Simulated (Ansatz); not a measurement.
# CH2BF: single points off equilibrium

One table from this session's results is given with a row withheld; the runs are named, their logs left out.

Method: single points in def2-TZVPP; program: Ansatz 0.2.0, Gaussian basis.

Cores are frozen in the correlated methods.

## The system as given

SMILES `C=BF`, 5 atoms, charge 0, spin multiplicity 1.

Atoms are counted from 1 here; the program's logs count them from 0.

Bond lengths: C1–B2 1.379 Å, C1–H4 1.229 Å, C1–H5 1.244 Å, B2–F3 1.290 Å. Angles: B2–C1–H4 125.2°, B2–C1–H5 133.7°, H4–C1–H5 100.6°, C1–B2–F3 169.7°.

Coordinates:

```mol
CH2BF
  3D, bonds by distance, orders not assigned

  5  4  0  0  0  0  0  0  0  0999 V2000
   -0.1807    0.3874   -0.2538 C   0  0
    0.5203   -0.5892    0.4225 B   0  0
    1.3618   -1.4085    0.9554 F   0  0
   -0.7482    1.3431    0.2705 H   0  0
   -0.5661    0.5093   -1.4305 H   0  0
  1  2  8  0
  1  4  8  0
  1  5  8  0
  2  3  8  0
M  END
```

Set-up of the first run:

File run/in.yaml:

```yaml
crystal:
  periodic: [false, false, false]
  atoms:
    - {symbol: C, position_ang: [-0.180700, 0.387400, -0.253800]}
    - {symbol: B, position_ang: [0.520300, -0.589200, 0.422500]}
    - {symbol: F, position_ang: [1.361800, -1.408500, 0.955400]}
    - {symbol: H, position_ang: [-0.748200, 1.343100, 0.270500]}
    - {symbol: H, position_ang: [-0.566100, 0.509300, -1.430500]}
basis:
  gaussian: {orbitals: def2-TZVPP}
correlation: {method: ccsd_t}
output: {forces: true}
```

No record of the launch command was kept for these runs.

Among the steps run: CCSD(T)/def2-TZVPP; PBE0-D4/def2-TZVPP; wB97M-V/def2-TZVPP; r2SCAN-D4/def2-TZVPP; PBE-D4/def2-TZVPP; r2SCAN0-D4/def2-TZVPP; HSE06-D4/def2-TZVPP.

One of the session's tables, all rows but one given; the rest of the session is left out.

| method | RMS force component (eV/Å) | angle to CCSD(T) forces (°) | dipole (D) |
| --- | --- | --- | --- |
| CCSD(T) | 1.939 | reference | 0.24 |
| PBE0-D4 | 1.864 | 4.9 | 0.24 |
| wB97M-V | ? | ? | ? |
| r2SCAN-D4 | 1.841 | 4.3 | 0.25 |
| PBE-D4 | 1.775 | 4.3 | 0.23 |
| r2SCAN0-D4 | 1.910 | 7.2 | 0.26 |
| HSE06-D4 | 1.863 | 4.8 | 0.24 |

Q: Estimate the row for wB97M-V from the others.

The run gave: RMS force component (eV/Å): 1.876; angle to CCSD(T) forces (°): 5.5; dipole (D): 0.32. In the column «RMS force component (eV/Å)» it lies between PBE0-D4 (1.864) and r2SCAN0-D4 (1.910).
